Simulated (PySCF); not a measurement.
## Cluster of water and hydrogen fluoride (FH3O)

The system is a cluster of water and hydrogen fluoride, neutral, singlet.

Parts: 1 = water (O), atoms 1–3; 2 = hydrogen fluoride (F), atoms 4–5.

Z-matrix (Å and degrees, atoms numbered from 1):
```
O 
H   1 0.9615
H   1 0.9615  2 105.85
F   1 2.6147  3 111.26  2 122.29
H   4 0.9431  3 17.82  1 -3.59
```

In these coordinates O1···H5 is 1.672 Å. Part 2 is then moved rigidly along that line, all else held; at short range other atoms may come into contact.

The starting structure comes from a short search with a few starts; no frequency run checks that it is a minimum, and another way of binding may lie lower.

Level of theory: CCSD(T)/aug-cc-pVDZ and MP2/aug-cc-pVTZ, aug-cc-pVQZ counterpoise interaction energy, frozen core, gas phase, in PySCF 2.14.0. Geometry: PBE0-D3(BJ)/def2-TZVPD.

Counterpoise energies in kcal/mol, cluster less the parts frozen as they stand in it; small is aug-cc-pVDZ, large aug-cc-pVQZ. Estimated limit: HF in aug-cc-pVQZ, MP2 correlation extrapolated as X⁻³ from aug-cc-pVTZ and aug-cc-pVQZ, and CCSD(T) less MP2 in aug-cc-pVDZ; it isn't the exact limit.

Results

```
O1···H5 (Å)  HF large  MP2 large  SCS-MP2 large  CCSD(T) small  CCSD(T) limit est.
      1.505     -5.93      -7.53          -6.62          -5.87               -7.55
      1.588     -7.11      -8.50          -7.72          -7.19               -8.54
      1.672     -7.68      -8.87          -8.21          -7.84               -8.92
      1.756     -7.84      -8.86          -8.29          -8.04               -8.91
      1.839     -7.74      -8.59          -8.10          -7.95               -8.65
      2.090     -6.66      -7.14          -6.84          -6.84               -7.18
      2.508     -4.52      -4.67          -4.53          -4.58               -4.68
      3.344     -2.04      -2.00          -1.96          -1.95               -1.98
```

The 8 runs took 3.7 min in all, one thread each of Arm Neoverse N1 on a shared host, launched as `OMP_NUM_THREADS=1 python cluster_run.py task.json out`.
